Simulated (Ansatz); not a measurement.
Results of PBEsol (PAW; Ansatz, a quantum-chemistry and plane-wave program) for 1T (CdI2-type) PdTe₂.

Settings: plane-wave cutoff 520 eV, 18×18×12 k mesh (along the axes of the cell as run), Fermi–Dirac smearing 0.05 eV, scalar-relativistic PAW data made under PBE.

Response to compression and expansion:

Shape and atoms are relaxed at each volume.

```
V (Å³/atom)  P (GPa)  c (Å)  a (Å)
-----------  -------  -----  -----
22.933          3.16  4.961  4.002
23.410          1.46  5.014  4.022
23.888          0.00  5.070  4.040
24.366         -1.24  5.126  4.058
24.844         -2.26  5.186  4.074
```

Note: the cell comes from a level without a dispersion term, which matters for the spacing of layers, chains or molecules; the bulk modulus comes from volumes at which shape and atoms were relaxed.
